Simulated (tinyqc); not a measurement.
Worked calculation: extended Hueckel theory, for LiF. One step of it, computed by the program tinyqc.

Problem. Wolfsberg-Helmholz matrix. H_ij = K' S_ij (H_ii + H_jj)/2 for i != j (the diagonal keeps H_ii), with K' = 2.

overlap S, lower triangle:
```
            1Li 2s   1Li 2px   1Li 2py    1Li 2pz     2F 2s    2F 2px    2F 2py    2F 2pz
1Li 2s    1.000000
1Li 2px   0.000000  1.000000
1Li 2py   0.000000  0.000000  1.000000
1Li 2pz   0.000000  0.000000  0.000000   1.000000
2F 2s     0.265955  0.000000  0.000000   0.403815  1.000000
2F 2px    0.000000  0.127733  0.000000   0.000000  0.000000  1.000000
2F 2py    0.000000  0.000000  0.127733   0.000000  0.000000  0.000000  1.000000
2F 2pz   -0.070593  0.000000  0.000000  -0.080890  0.000000  0.000000  0.000000  1.000000
```

diagonal H_ii (eV): 1Li 2s -5.400000, 1Li 2px -3.500000, 1Li 2py -3.500000, 1Li 2pz -3.500000, 2F 2s -40.000000, 2F 2px -18.100000, 2F 2py -18.100000, 2F 2pz -18.100000

K = 2.000000

Give: H.

Solution.

H (eV), lower triangle:
```
           1Li 2s  1Li 2px  1Li 2py   1Li 2pz     2F 2s    2F 2px    2F 2py    2F 2pz
1Li 2s    -5.4000
1Li 2px    0.0000  -3.5000
1Li 2py    0.0000   0.0000  -3.5000
1Li 2pz    0.0000   0.0000   0.0000   -3.5000
2F 2s    -12.0743   0.0000   0.0000  -17.5660  -40.0000
2F 2px     0.0000  -2.7590   0.0000    0.0000    0.0000  -18.1000
2F 2py     0.0000   0.0000  -2.7590    0.0000    0.0000    0.0000  -18.1000
2F 2pz     1.6589   0.0000   0.0000    1.7472    0.0000    0.0000    0.0000  -18.1000
```
